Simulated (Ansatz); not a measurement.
# BNH₃ (quartet): wave-function methods side by side at distance B1–H4 along a hydrogen transfer = 1.194 Å, cc-pVTZ

The task here is to estimate one member of a computed series from the others.

The runs use Ansatz 0.2.0, Gaussian basis; cc-pVTZ, core rule «outside noble gas», up to 2 orbitals frozen.

The runs, in order: UHF; CCSD(T) on ROHF; CCSD(T) on UHF; BCCD(T) on ROHF; CCSDT(Q) on ROHF; CCSDT(Q) on UHF; CASSCF and NEVPT2, 5 electrons in 5 orbitals.

5 further runs of the same task are left out: 5 for a known fault of the program.

## The system

The geometry derives from fragments relaxed apart (PBE0/def2-TZVP) and kept rigid, so it is no stationary point. A hydrogen atom is moved between rigid fragments.

5 atoms, charge 0, spin multiplicity 4.

Atoms are counted from 1 here; the program's logs count them from 0.

Bond lengths: B1–H2 1.193 Å, B1–H3 1.193 Å, B1–H4 1.193 Å. Angles: H2–B1–H3 120.0°, H2–B1–H4 120.0°, H3–B1–H4 120.0°.

The first run:

File in.yaml:

```yaml
crystal:
  periodic: [false, false, false]
  atoms:
    - {symbol: B, position_ang: [-1.284380, 0.000000, 0.000000]}
    - {symbol: H, position_ang: [-1.881114, 1.033571, 0.000000]}
    - {symbol: H, position_ang: [-1.881114, -1.033571, 0.000000]}
    - {symbol: H, position_ang: [-0.090915, 0.000000, 0.000000]}
    - {symbol: N, position_ang: [1.268620, 0.000000, 0.000000]}
basis:
  gaussian: {orbitals: cc-pVTZ}
magnetization: {spin_polarized: true, initial_magnetization: 3}
hamiltonian: {xc: hf}
output: {orbitals: {seedname: orbitals}}
```

Command:

```console
> ansatz run in.yaml --threads 1 --pin off --events-out ev --progress --plain --max-ram 2816MiB --backend cpu
```

Among the steps run: UHF; CCSD(T) on ROHF; CCSD(T) on UHF; BCCD(T) on ROHF; CCSDT(Q) on ROHF; CCSDT(Q) on UHF; CASSCF and NEVPT2, 5 electrons in 5 orbitals.

One of the session's tables, all rows but one given; the rest of the session is left out.

| method | from UCCSDT(Q) (kJ/mol) |
| --- | --- |
| ROHF | +730.0 |
| UHF | ? |
| RMP2 | +122.2 |
| UMP2 | +120.7 |
| RCCSD | +21.4 |
| UCCSD | +20.8 |
| RCCSD(T) | +3.4 |
| UCCSD(T) | +3.2 |
| BCCD(T) | +3.4 |
| RCCSDT | +0.8 |
| UCCSDT | +0.5 |
| RCCSDT(Q) | +0.3 |
| UCCSDT(Q) | 0 |
| CASSCF pair | +686.7 |
| NEVPT2 pair | +125.2 |

Q: Estimate the row for UHF from the others.

**Answer.** from UCCSDT(Q) (kJ/mol): +711.7. In the column «from UCCSDT(Q) (kJ/mol)» it lies between CASSCF pair (+686.7) and ROHF (+730.0).

Among the levels timed on like hardware and quicker than the yardstick, those that no quicker one beats, quickest first: BCCD(T) (1.8 s, +3.4 kJ/mol); UCCSD(T) (2.2 s, +3.2 kJ/mol); RCCSDT(Q) (24 s, +0.3 kJ/mol).

Caveats from the session: Restricted and unrestricted rows rest on different reference determinants; where their highest levels disagree by more than a few hundredths of an eV, they describe different states and don't form one ladder.
